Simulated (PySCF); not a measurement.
Numbering as in the mapped SMILES `[CH3:1]/[CH:2]=[CH:3]/[CH:4]([Cl:5])[Cl:6]`. Hydrogens are named by the atom that carries them.

GIAO PBE0/pcSseg-1 shifts (PySCF 2.14, gas phase, non-relativistic, equivalent atoms averaged), each against references optimised in the same way as the molecule (TMS, HCl).

On the GFN2-xTB geometry: C3 140.3, C2 136.2, C4 86.3, C1 21.2, Cl5/Cl6 312, H(C4) 6.04, H(C3) 6.00, H(C2) 5.87, H(C1) 1.91 ppm.

Task: What changes on the PBE0-D3(BJ)/def2-SVP geometry?

Result: 
```json
{"atoms": "C3", "δ (ppm)": "140.1", "change": "-0.2"}
{"atoms": "C2", "δ (ppm)": "135.9", "change": "-0.3"}
{"atoms": "C4", "δ (ppm)": "85.0", "change": "-1.3"}
{"atoms": "C1", "δ (ppm)": "20.1", "change": "-1.1"}
{"atoms": "Cl5/Cl6", "δ (ppm)": "303", "change": "-9"}
{"atoms": "H(C4)", "δ (ppm)": "5.73", "change": "-0.31"}
{"atoms": "H(C3)", "δ (ppm)": "5.84", "change": "-0.16"}
{"atoms": "H(C2)", "δ (ppm)": "5.71", "change": "-0.16"}
{"atoms": "H(C1)", "δ (ppm)": "1.83", "change": "-0.08"}
```

Bonds between heavy atoms that differ most (equivalent bonds averaged): C2–C3 1.325 → 1.336 Å. Mean change of bonds to hydrogen: C–H +0.013 Å.
